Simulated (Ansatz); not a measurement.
# Na₂Al: from a trial structure to a relaxed crystal

The calculation used DFT PBE, scalar-relativistic, plane waves, PAW in Ansatz 0.2.0.

The start puts Na₂Al on the Cu2Sb structure type (P4/nmm, No. 129), with Al in place of Sb, Na in place of Cu, at a guessed volume.

The final relaxation ran on this input, with the default PAW datasets:

```yaml
crystal:
  lattice:
    - [4.6515155564, 0.0, 0.0]
    - [0.0, 4.6515155564, 0.0]
    - [0.0, 0.0, 8.3868778431]
  atoms:
    - { symbol: Na, position: [0.0, 0.0, 0.0] }
    - { symbol: Na, position: [0.5, 0.5, 0.0] }
    - { symbol: Na, position: [0.0, 0.5, 0.3557731145] }
    - { symbol: Na, position: [0.5, 0.0, 0.6442268855] }
    - { symbol: Al, position: [0.0, 0.5, 0.7307406167] }
    - { symbol: Al, position: [0.5, 0.0, 0.2692593833] }
basis:
  ecutwfc: 420
kpoints:
  mp_grid: { grid: [8, 8, 6] }
hamiltonian:
  xc: pbe
scf:
  occupations: { method: gaussian, width: 0.1 }
output:
  forces: true
  stress: true
  eigenvalues: true
relax:
  adjacent_minimum: "off"
  f_tol: 0.01
  max_steps: 80
  cell: { stress_tol: 0.05 }
```

Launched as:

```bash
ansatz run input.yaml --threads 1 --pin off --max-ram 2560MiB --backend cpu --events-out ev --progress --plain --runs-dir out
```

Time: 94 s on 1 thread of Arm Neoverse V1, on a shared host, peak memory 0.52 GiB.

End of the output:

```
SCF converged after 6 iterations
Free energy (F): -7018.750102 eV
Harris-Foulkes:  -7018.750102 eV  (|F-HF|=5.46e-12)
Internal energy: -7018.732143 eV  (E = F + TS)
E sigma→0 (E₀):  -7018.741122 eV
Entropy (-TS):   -0.017959 eV (-2.993 meV/atom)
Fermi energy:    2.582958 eV
--- Per-component energies (eV) ---
  E_band       = -918.536128
  E_kinetic    = 518.502869
  E_local      = -5870.258299  (includes V_loc(G=0)·N_el)
  E_nonlocal   = 483.435596
  E_hartree    = 2182.817349
  E_xc         = -228.873358
  E_vxc        = -249.573642  (∫ρ·V_xc dr)
  E_paw        = -1986.849189  (= ΣΔE_a)
  E_vpaw       = -166.277194  (= ΣTr[D̂ρ^β])
  E_aug_tail   = -0.000141  (compensation charges beyond the density's cutoff)
  E_ewald      = -2117.506970
  E_smearing   = -0.017959  (= −TS)
  E_closure    = 0.000000  (closes the sum)
  Σ components = -7018.750102   (vs F -7018.750102, Δ=0.00e0)
--- Forces (eV/Å), atoms counted from 1 ---
  atom   1  Na     0.00000000     0.00000000     0.00000000
  atom   2  Na     0.00000000     0.00000000     0.00000000
  atom   3  Na     0.00000000     0.00000000    -0.00373380
  atom   4  Na     0.00000000     0.00000000     0.00373380
  atom   5  Al     0.00000000     0.00000000     0.00664386
  atom   6  Al     0.00000000     0.00000000    -0.00664386
  max |Σ_I F_I| component: 8.67e-19 eV/Å
--- Stress (GPa, compression-positive) ---
       -0.029492       0.000000       0.000000
        0.000000      -0.029492       0.000000
        0.000000       0.000000      -0.000589
  P = ⅓ Tr σ = -0.0199 GPa (-0.199 kbar)
--- Relaxed structure (5 steps of the walk, 4 accepted, 1 SCFs on fresh bases) ---
  F+E_penalty+E_count = -7018.75010186 eV   max|allowed force component| = 6.644e-3 eV/Å   (the final SCF, on the basis selected at the relaxed cell)
  cell:  # Å, volume = 177.2608 Å³
    - [4.487955, 0.000000, 0.0]
    - [0.000000, 4.487955, 0.0]
    - [0.0, 0.0, 8.800669]
  atoms:
    - { symbol: Na, position: [0.000000, 0.000000, 0.000000] }
    - { symbol: Na, position: [0.5, 0.5, 0.000000] }
    - { symbol: Na, position: [0.000000, 0.5, 0.367545] }
    - { symbol: Na, position: [0.5, 0.000000, 0.632455] }
    - { symbol: Al, position: [0.000000, 0.5, 0.732975] }
    - { symbol: Al, position: [0.5, 0.000000, 0.267025] }
```

Total energies depend on the potentials used, so only differences within one code and one set of settings carry meaning.

The result has space group P4/nmm (No. 129). Around Na on Wyckoff site a (2 atoms of the primitive cell) lie 4 Na at 3.17 Å and 4 Al at 3.25 Å; Na on Wyckoff site c (2 atoms of the primitive cell) has 5 Al at 3.22–3.29 Å; around Al lie 9 Na at 3.22–3.29 Å.

Against the elements it lies at 0.32 eV/atom. The zero of energy is the elements' standard structures at the same level; no fitted shifts are applied.

The k mesh leaves about 4 meV/atom of noise in metals.

Symmetry constrained the relaxation, so the result can be a saddle point.